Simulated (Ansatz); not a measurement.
Process, species as SMILES: FSF + 2 [H][H] (H2) → 2 F (HF) + S (H2S)
B3LYP-D3(BJ)/def2-TZVP geometries, fixed; electronic energies without zero-point terms.
Largest species:
```xyz
3

F     -1.2130    -0.5047     0.0161
S     -0.0057     0.5532     0.0075
F      1.2232    -0.4788    -0.0294
```
Charge 0, spin multiplicity 1.

Energies in hartree at CCSD(T) with Ansatz (a program for electronic structure); the energy of full hydrogenation is their sum with the coefficients shown, times 627.509 kcal/mol a hartree. All functions are spherical. Cores are frozen. No added dispersion term, no relativity.

```tsv
species	coefficient	part	cc-pV(D+d)Z	cc-pV(T+d)Z	cc-pV(Q+d)Z
FSF	-1	Hartree-Fock	-596.34174	-596.44189	-596.46575
FSF	-1	correlation	-0.53244	-0.71239	-0.77537
[H][H] (H2)	-2	Hartree-Fock	-1.12874	-1.13293	-1.13342
[H][H] (H2)	-2	correlation	-0.03475	-0.03941	-0.04037
F (HF)	+2	Hartree-Fock	-100.01907	-100.05760	-100.06726
F (HF)	+2	correlation	-0.20907	-0.28070	-0.30585
S (H2S)	+1	Hartree-Fock	-398.69871	-398.71493	-398.71899
S (H2S)	+1	correlation	-0.17324	-0.22322	-0.23827
```

Task: Predict the energy of full hydrogenation in cc-pV(5+d)Z (X = 5): let each Hartree-Fock step shrink by the ratio of the last two, and fit each correlation energy at X = 3 and 4 to E + A/X^3. Compare with the run.

Result: 
- FSF: steps -0.10015 and -0.02386, ratio 0.238, so Hartree-Fock -596.47143 (run: -596.47164); A = (-0.71239 - (-0.77537))/(1/27 - 1/64) = 2.9413, correlation -0.77537 - A/64 + A/125 = -0.79780 (run: -0.79883).
- [H][H] (H2): steps -0.00419 and -0.00049, ratio 0.117, so Hartree-Fock -1.13348 (run: -1.13357); A = (-0.03941 - (-0.04037))/(1/27 - 1/64) = 0.0448, correlation -0.04037 - A/64 + A/125 = -0.04071 (run: -0.04065).
- F (HF): steps -0.03853 and -0.00966, ratio 0.251, so Hartree-Fock -100.06968 (run: -100.07000); A = (-0.28070 - (-0.30585))/(1/27 - 1/64) = 1.1746, correlation -0.30585 - A/64 + A/125 = -0.31481 (run: -0.31510).
- S (H2S): steps -0.01622 and -0.00406, ratio 0.250, so Hartree-Fock -398.72001 (run: -398.71979); A = (-0.22322 - (-0.23827))/(1/27 - 1/64) = 0.7029, correlation -0.23827 - A/64 + A/125 = -0.24363 (run: -0.24304).
Predicted -72.17 kcal/mol; the run in cc-pV(5+d)Z gives -71.61, a miss of -0.56. Keeping the value in cc-pV(Q+d)Z, -72.03, would miss by -0.41. All sums are of the energies as printed.
